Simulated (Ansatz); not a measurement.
## Low-lying states of C₄H₄N₂

Computed with Ansatz's Gaussian-basis code (development build). State-averaged CASSCF with equal weights; occupations are averaged over the states; levels count from the state that is lowest in CASSCF. CASSCF levels without dynamic correlation can be off by over 1 eV. Solutions may break the symmetry of the shape. The lowest solution met needn't be the lowest there is, nor hold the orbitals that a chemist would pick.

Geometry:

```xyz
10

C     0.0000    0.0000    1.3115
N     0.0000    1.2019    0.7169
C     0.0000    1.1854   -0.6255
C     0.0000    0.0000   -1.3535
C     0.0000   -1.1854   -0.6255
N     0.0000   -1.2019    0.7169
H     0.0000    0.0000    2.3990
H     0.0000    2.1550   -1.1195
H     0.0000    0.0000   -2.4387
H     0.0000   -2.1550   -1.1195
```

Basis cc-pVTZ, nonrelativistic, 6 orbitals frozen in the corrections; active space CAS(6,6). Averaged: 3 singlets.

Task: Give the levels in order.

Result: 

```
  state  CASSCF (eV)
singlet        0.000
singlet        5.225
singlet        6.104
```

Occupations: 1.82, 1.68, 1.67, 0.63, 0.17, 0.04.

Same geometry.

Basis cc-pVTZ, nonrelativistic, 6 orbitals frozen in the corrections; active space CAS(6,6). Averaged: 1 singlet, 1 triplet.

Task: Give the levels in order, with their spins.

Result: 

| state | CASSCF (eV) |
| --- | --- |
| singlet | 0.000 |
| triplet | 4.078 |

Occupations: 1.93, 1.73, 1.63, 0.37, 0.28, 0.07.

Same geometry.

Basis cc-pVTZ, nonrelativistic, 6 orbitals frozen in the corrections; active space CAS(10,8). Averaged: 3 triplets.

Task: Give the levels in order.

Result: 

| state | CASSCF (eV) |
| --- | --- |
| triplet | 0.000 |
| triplet | 0.123 |
| triplet | 0.685 |

Occupations: 1.98, 1.97, 1.67, 1.65, 1.63, 0.97, 0.13, 0.02.
